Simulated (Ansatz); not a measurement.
For fluorite CdF2, r²SCAN in Ansatz (PAW) gives:

| Item | Value |
|---|---|
| equilibrium lattice constant a | 5.388 Å |
| bulk modulus | 113 GPa |
| cohesive energy | 3.44 eV/atom |
| band gap at the measured cell | 3.79 eV |

**Question.** What does PBE0 (PAW; Ansatz, a quantum-chemistry and plane-wave program) give for the same quantities?

**Answer.** 
- lattice constant a: 5.413 Å (goes up by 0.5 %)
- bulk modulus: 105 GPa (falls by 7.1 %)
- cohesive energy: 3.13 eV/atom (decreases by 0.31 eV/atom)
- band gap at the measured cell: 5.96 eV (goes up by 2.17 eV)

For comparison: lattice constant a 5.388 Å (measured, temperature not stated, copied from a table, unchecked, not corrected to a static lattice; as tabulated in Crystal Structures 1, 239 (1963)); cohesive energy 3.37 ± 0.03 eV/atom (derived here from tabulated measurements, copied from a table, unchecked, brought to a static lattice with a Debye model, atoms in their spin–orbit ground levels; inputs from the CRC Handbook); band gap 7.8 eV (measured, temperature not stated, not corrected to a static lattice, indirect W–Γ; as tabulated in Cappellini et al. (2013), arXiv:1302.2571).

Changes are worked out from the printed values.

Unless a cell is named, each level is at its own relaxed cell (r²SCAN 13.04, PBE0 13.22 Å³/atom).

Levels without +SOC have no spin–orbit coupling; where heavier elements are present it shifts gaps, mostly down, and can invert bands. Density-functional gaps are differences of (generalised) Kohn–Sham levels.

Ansatz's density-functional and Hartree–Fock values are scalar-relativistic unless marked +SOC, with PAW data made under PBE.
